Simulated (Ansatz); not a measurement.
Zinc-blende InSb was calculated with PBE in Ansatz (plane waves, PAW).

Total energies, extrapolated to zero smearing (they compare only within this program, potentials and cutoff):

```json
[
 {"system": "zinc-blende InSb, relaxed", "energy (eV/atom)": "-6041.2948"},
 {"system": "body-centred tetragonal In", "energy (eV/atom)": "-5597.8473"},
 {"system": "rhombohedral A7 Sb", "energy (eV/atom)": "-6484.4894"}
]
```

Question: Work out the enthalpy of formation per atom.

Answer: ΔH_f ≈ ΔE = -6041.2948 − [1 × (-5597.8473) + 1 × (-6484.4894)]/2 = -0.126 eV/atom (0 K, no vibrations). The reference value is -0.16 eV/atom (measured, 298 K, no zero-point or thermal correction; as tabulated in Zhang et al. (2018), doi:10.1038/s41524-018-0065-z), a difference of +0.034 eV/atom.

Spin–orbit coupling, which matters for such heavy atoms, is left out.

The PAW data were made under PBE.

Note: an element that serves as reference relaxed to a cell well above its measured volume.

Ansatz is a quantum-chemistry and plane-wave program.
